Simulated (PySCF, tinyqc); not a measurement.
RHF in the sto-3g basis, for OH-, spin multiplicity 1, step by step. The basis has no diffuse functions, so it cannot describe the extra electron: this is an exercise in the method, not the real anion. The lowest restricted solution is unstable here: a spin-polarised one lies 0.0106 hartree lower (PySCF). One step of it, computed by the program tinyqc.

Task: Iteration 2: building the Fock matrix. J_ij = sum D_kl (ij|kl), K_ij = sum D_kl (ik|jl); F = H + J - 0.5 K; E = tr D H + tr D J / 2 - 0.25 tr D K + E_nn.

D after iteration 1, lower triangle:
```
            1O 1s      1O 2s     1O 2px     1O 2py    1O 2pz     2H 1s
1O 1s    2.117439
1O 2s   -0.498311   2.118508
1O 2px  -0.010730   0.046069   1.955600
1O 2py   0.008618  -0.037001   0.035661   1.971358
1O 2pz   0.014960  -0.050817   0.094482  -0.075885  1.845781
2H 1s   -0.018587  -0.009825  -0.294661   0.236664  0.314013  0.136490
```

core Hamiltonian H = T + V (hartree), lower triangle:
```
             1O 1s      1O 2s     1O 2px     1O 2py     1O 2pz      2H 1s
1O 1s   -31.931749
1O 2s    -7.426006  -8.560269
1O 2px    0.000000   0.000000  -6.757799
1O 2py    0.000000   0.000000   0.000000  -6.757799
1O 2pz   -0.005088  -0.064188   0.000000   0.000000  -6.785963
2H 1s    -0.333979  -0.922735   0.000000   0.000000  -0.782131  -2.993756
```

Two-electron integrals (ij|kl) in chemists' order, unique and non-zero (hartree):
```
(11|11) 4.785065   (21|11) 0.741380   (21|21) 0.136873   (22|11) 1.118947
(22|21) 0.256633   (22|22) 0.817206   (31|31) 0.024477   (32|31) 0.037809
(32|32) 0.180518   (33|11) 1.115814   (33|21) 0.256684   (33|22) 0.817023
(33|33) 0.880159   (41|41) 0.024477   (42|41) 0.037809   (42|42) 0.180518
(43|43) 0.047444   (44|11) 1.115814   (44|21) 0.256684   (44|22) 0.817023
(44|33) 0.785270   (44|44) 0.880159   (51|51) 0.024477   (52|51) 0.037809
(52|52) 0.180518   (53|53) 0.047444   (54|54) 0.047444   (55|11) 1.115814
(55|21) 0.256684   (55|22) 0.817023   (55|33) 0.785270   (55|44) 0.785270
(55|55) 0.880159   (61|11) 0.033422   (61|21) 0.006124   (61|22) 0.011428
(61|33) 0.011412   (61|44) 0.011412   (61|51) 0.000258   (61|52) 0.000489
(61|55) 0.011462   (61|61) 0.000277   (62|11) 0.103243   (62|21) 0.024074
(62|22) 0.088017   (62|33) 0.086509   (62|44) 0.086509   (62|51) 0.001753
(62|52) 0.015028   (62|55) 0.090945   (62|61) 0.001097   (62|62) 0.013261
(63|31) 0.002228   (63|32) 0.014015   (63|53) 0.002945   (63|63) 0.001676
(64|41) 0.002228   (64|42) 0.014015   (64|54) 0.002945   (64|64) 0.001676
(65|11) 0.086190   (65|21) 0.020323   (65|22) 0.079479   (65|33) 0.076303
(65|44) 0.076303   (65|51) 0.003399   (65|52) 0.025764   (65|55) 0.085740
(65|61) 0.000953   (65|62) 0.014596   (65|65) 0.017562   (66|11) 0.315869
(66|21) 0.074750   (66|22) 0.314476   (66|33) 0.306129   (66|44) 0.306129
(66|51) 0.004994   (66|52) 0.061491   (66|55) 0.331021   (66|61) 0.003405
(66|62) 0.067816   (66|65) 0.086497   (66|66) 0.774606
```

nuclear repulsion = 2.53194838 hartree

Give: Coulomb J; exchange K; Fock matrix F; total energy of this density.

Result:

Coulomb J (hartree), lower triangle:
```
          1O 1s    1O 2s  1O 2px   1O 2py  1O 2pz   2H 1s
1O 1s   18.2990
1O 2s    3.4811   8.6519
1O 2px   0.0016   0.0076  8.6440
1O 2py  -0.0013  -0.0061  0.0034   8.6455
1O 2pz  -0.0003   0.0070  0.0072  -0.0058  8.6428
2H 1s    0.1558   0.9053  0.0008  -0.0007  0.8085  3.2262
```

exchange K (hartree), lower triangle:
```
          1O 1s    1O 2s   1O 2px   1O 2py  1O 2pz   2H 1s
1O 1s    9.8233
1O 2s    1.7045   2.8160
1O 2px  -0.0027   0.0132   2.3006
1O 2py   0.0022  -0.0106   0.0297   2.3138
1O 2pz   0.0051  -0.0090   0.0553  -0.0444  2.2631
2H 1s    0.0782   0.3084  -0.0787   0.0632  0.3158  0.2237
```

Fock matrix F (hartree), lower triangle:
```
           1O 1s    1O 2s   1O 2px   1O 2py   1O 2pz   2H 1s
1O 1s   -18.5444
1O 2s    -4.7971  -1.3163
1O 2px    0.0030   0.0010   0.7359
1O 2py   -0.0024  -0.0008  -0.0115   0.7308
1O 2pz   -0.0080  -0.0527  -0.0204   0.0164   0.7253
2H 1s    -0.2172  -0.1716   0.0402  -0.0323  -0.1315  0.1206
```

total energy of this density = -73.180526 hartree
